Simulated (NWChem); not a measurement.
**One shape, several levels: BHF2 (SMILES FBF)**

Wanted: a comparison of 3 runs (CAM-B3LYP/def2-TZVPP, M06-2X/def2-TZVPP, M06-L/def2-TZVPP) of BHF2. 

Program for the calculation: NWChem 7.3.0.

### Step 1. Starting point

BHF2: 4 atoms, total charge 0, spin state singlet. SMILES: `FBF`. The shape is that of a PBE0-D4/def2-TZVP optimisation.

Bond lengths: F1–B2 1.313 Å, B2–F3 1.313 Å, B2–H4 1.191 Å. Angles: F1–B2–F3 118.1°, F1–B2–H4 121.0°, F3–B2–H4 121.0°.

### Step 2. Energy and gradient at CAM-B3LYP/def2-TZVPP (run 1)

Input file job.nw:

```
start job
memory 2200 mb

geometry units au noautosym nocenter noautoz
  F      2.18131087     0.86341587    -0.68389188
  B     -0.00359048    -0.05858151     0.04762110
  F     -2.07000600     0.99909820    -0.82940080
  H     -0.10771439    -1.80393256     1.46567158
end

basis spherical bse
  * library def2-TZVPP
end

dft
  xc xcamb88 1.00 lyp 0.81 vwn_5 0.19 hfexch 1.00
  cam 0.33 cam_alpha 0.19 cam_beta 0.46
  grid fine
  convergence energy 1e-08
  direct
  maxiter 100
  mulliken
  print low
end

task dft gradient
```

Run with:

```console
$ nwchem job.nw > job.out
```

Log:

```text
[...]
 d= 0,ls=0.0,diis     1   -225.2131452764 -2.87D+02  6.03D-03  8.51D-01     6.2
[...]
 d= 0,ls=0.0,diis     8   -225.2925223499 -2.49D-10  1.65D-07  4.15D-09    50.7
         Total DFT energy =     -225.292522349852
      One electron energy =     -435.220265406944
           Coulomb energy =      173.410475582439
    Exchange-Corr. energy =      -25.371287218382
 Nuclear repulsion energy =       61.888554693035
[...]
      Total Density - Mulliken Population Analysis
     ---------------------------------------------
    Atom       Charge   Shell Charges
 -----------   ------   -------------------------------------------------------
    1 F    9     9.22   0.77  1.20  0.62  0.94  0.37  2.31  2.09  0.92  0.00  0.01  0.00
    2 B    5     4.58   0.91  1.06  0.53  0.25  0.04  0.96  0.44  0.06  0.13  0.15  0.05
    3 F    9     9.22   0.77  1.20  0.62  0.94  0.37  2.31  2.09  0.92  0.00  0.01  0.00
    4 H    1     0.98   0.27  0.45  0.26  0.00  0.00  0.00
[...]
                         DFT ENERGY GRADIENTS
    atom               coordinates                        gradient
                 x          y          z           x          y          z
   1 F       2.181311   0.863416  -0.683892    0.000479   0.000019  -0.000013
   2 B      -0.003590  -0.058582   0.047621    0.000052   0.002150  -0.001743
   3 F      -2.070006   0.999098  -0.829401   -0.000405   0.000017  -0.000019
   4 H      -0.107714  -1.803933   1.465672   -0.000126  -0.002187   0.001775
 Task  times  cpu:       97.9s     wall:       97.9s
 Total times  cpu:       97.9s     wall:       97.9s
```

Wall time 99 s (1 thread of AMD EPYC 7R43 (Zen 3), shared host); peak memory 0.11 GiB.

### Step 3. Energy and gradient at M06-2X/def2-TZVPP (run 2)

Input file test.nw:

```
start test
memory total 2200 mb

geometry units angstroms noautosym nocenter noautoz
 F        1.154300       0.456900      -0.361900
 B       -0.001900      -0.031000       0.025200
 F       -1.095400       0.528700      -0.438900
 H       -0.057000      -0.954600       0.775600
end

basis spherical bse
 * library def2-TZVPP
end

dft
 xc m06-2x
 grid fine
 convergence energy 1e-08
 iterations 100
 mulliken
 print low
end

task dft gradient
```

Run with:

```console
$ nwchem test.nw > test.out
```

Log:

```text
[...]
 d= 0,ls=0.0,diis     1   -225.2034291433 -2.87D+02  5.94D-03  6.57D-01     1.8
[...]
 d= 0,ls=0.0,diis     8   -225.2749423261 -5.37D-10  1.33D-07  1.65D-09    11.7
         Total DFT energy =     -225.274942326110
      One electron energy =     -435.172151723598
           Coulomb energy =      173.370284383182
    Exchange-Corr. energy =      -25.361634227987
 Nuclear repulsion energy =       61.888559242293
[...]
      Total Density - Mulliken Population Analysis
     ---------------------------------------------
    Atom       Charge   Shell Charges
 -----------   ------   -------------------------------------------------------
    1 F    9     9.26   0.77  1.20  0.61  0.93  0.41  2.28  2.15  0.89  0.00  0.01  0.00
    2 B    5     4.47   0.91  1.06  0.52  0.23  0.03  0.93  0.41  0.04  0.13  0.14  0.06
    3 F    9     9.26   0.77  1.20  0.61  0.93  0.41  2.28  2.15  0.89  0.00  0.01  0.00
    4 H    1     1.02   0.27  0.49  0.25  0.00  0.01  0.00
[...]
                         DFT ENERGY GRADIENTS
    atom               coordinates                        gradient
                 x          y          z           x          y          z
   1 F       2.181311   0.863416  -0.683892    0.000697   0.000104  -0.000080
   2 B      -0.003590  -0.058582   0.047621    0.000087   0.002755  -0.002234
   3 F      -2.070006   0.999098  -0.829401   -0.000610   0.000115  -0.000100
   4 H      -0.107714  -1.803932   1.465671   -0.000173  -0.002973   0.002414
 Task  times  cpu:       18.1s     wall:       18.1s
 Total times  cpu:       18.1s     wall:       18.1s
```

It took 19 s on 1 thread of AMD EPYC 7R43 (Zen 3), shared host; peak memory 0.12 GiB.

### Step 4. Energy and gradient at M06-L/def2-TZVPP (run 3)

Input file sp.nw:

```
START sp
TITLE "BF2H M06-L"
memory stack 880 mb heap 220 mb global 1100 mb

GEOMETRY noautosym nocenter noautoz
  F      1.154300     0.456900    -0.361900
  B     -0.001900    -0.031000     0.025200
  F     -1.095400     0.528700    -0.438900
  H     -0.057000    -0.954600     0.775600
END

BASIS spherical bse
  * library def2-TZVPP
END

DFT
  xc m06-l
  grid fine
  convergence energy 1e-08
  iterations 100
  mulliken
END

TASK dft gradient
```

Run with:

```console
$ nwchem sp.nw > sp.out
```

Log:

```text
[...]
          Wavefunction type:  closed shell.
          No. of atoms     :     4
          No. of electrons :    24
[...]
          Charge           :     0
          Spin multiplicity:     1
[...]
          AO basis - number of functions:   107
[...]
              XC Information
              --------------
                        M06-L Method XC Functional
                         M06-L Exchange Functional  1.000
                       M06-L Correlation Potential  1.000
[...]
 d= 0,ls=0.0,diis     1   -225.2403373478 -2.87D+02  9.22D-03  6.42D-01     1.8
[...]
 d= 0,ls=0.0,diis    11   -225.3114172613 -1.40D-09  1.67D-07  1.87D-09    15.7
         Total DFT energy =     -225.311417261342
      One electron energy =     -435.341070646585
           Coulomb energy =      173.570354310220
    Exchange-Corr. energy =      -25.429260167271
 Nuclear repulsion energy =       61.888559242293
[...]
      Total Density - Mulliken Population Analysis
     ---------------------------------------------
    Atom       Charge   Shell Charges
 -----------   ------   -------------------------------------------------------
    1 F    9     9.27   0.77  1.20  0.63  0.96  0.41  2.26  2.19  0.84  0.00  0.01  0.00
    2 B    5     4.56   0.91  1.06  0.51  0.26  0.02  0.95  0.53  0.02  0.12  0.14  0.05
    3 F    9     9.27   0.77  1.20  0.63  0.96  0.41  2.26  2.19  0.84  0.00  0.01  0.00
    4 H    1     0.90   0.28  0.41  0.20  0.00 -0.00  0.00
[...]
  wavefunction    = closed shell
                         DFT ENERGY GRADIENTS
    atom               coordinates                        gradient
                 x          y          z           x          y          z
   1 F       2.181311   0.863416  -0.683892    0.001983   0.001093  -0.000874
   2 B      -0.003590  -0.058582   0.047621    0.000013   0.001504  -0.001218
   3 F      -2.070006   0.999098  -0.829401   -0.001774   0.001183  -0.000978
   4 H      -0.107714  -1.803932   1.465671   -0.000221  -0.003780   0.003070
[...]
```

Run time: 23 s. Hardware: 1 thread of AMD EPYC 7R43 (Zen 3), shared host; peak memory 0.12 GiB.

### Step 5. Overview of the runs

| run | level | energy (Eh) | largest force (eV/Å) | wall time |
| --- | --- | --- | --- | --- |
| 1 | CAM-B3LYP/def2-TZVPP | -225.292522 | 0.145 | 99 s |
| 2 | M06-2X/def2-TZVPP | -225.274942 | 0.197 | 19 s |
| 3 | M06-L/def2-TZVPP | -225.311417 | 0.251 | 23 s |

### Step 6. Summary of results

| quantity | value |
| --- | --- |
| run 3: total energy | -225.31142 Eh |
| run 3: dipole moment | 0.69 D |
| run 3: HOMO energy | -9.40 eV |
| run 3: LUMO energy | -0.85 eV |
| run 3: HOMO–LUMO gap | 8.55 eV |
| run 3: largest force on an atom | 0.251 eV/Å |

In words: Totals of different functionals can't be ranked against each other. All runs together took 2.3 min, the longest 99 s.
